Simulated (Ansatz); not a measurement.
Ansatz (a quantum-chemistry and plane-wave program) input (B3LYP/pcseg-2):

Ansatz 0.2 input:
```yaml
crystal:
  periodic: [false, false, false]
  atoms:
    - {symbol: C, position_ang: [0.01909113, 0.15267994, -1.32752912]}
    - {symbol: Cl, position_ang: [-0.01118660, 0.00667210, 0.64763898]}
    - {symbol: H, position_ang: [0.90111306, -0.49482969, -1.50763755]}
    - {symbol: H, position_ang: [-0.82548774, -0.53467571, -1.53705043]}
basis:
  gaussian:
    orbitals: pcseg-2
hamiltonian:
  xc: {name: B3LYP}
total_charge: -1
magnetization: {spin_polarized: false}
```

Output:

```
Functional definition: B3LYP
integrals: 0.02 GiB planned
537 factors; their error is unknown
mean field: 0.22 GiB planned
mean field evaluation 1: about -13588.6611 eV, gradient 3.9e1 eV
mean field evaluation 2: about -13583.4791 eV, gradient 5.6e1 eV
mean field evaluation 4: about -13592.5655 eV, gradient 3.3e0 eV
mean field evaluation 8: about -13592.6346 eV, gradient 4.5e-2 eV
mean field evaluation 16: about -13592.6346 eV, gradient 3.0e-5 eV
mean field -13592.63458156 eV, -499.5201074539 hartree, gradient 3.0e-5 eV, S^2 0.000000; 0 other end points of the search recorded, 0 dependent functions left out
reference -13592.63478766 eV, -499.5201150276 hartree; 13, 13 occupied and 79, 79 virtual orbitals, 537 factors
Total energy: -13592.63478766 eV, -499.5201150276 hartree
```
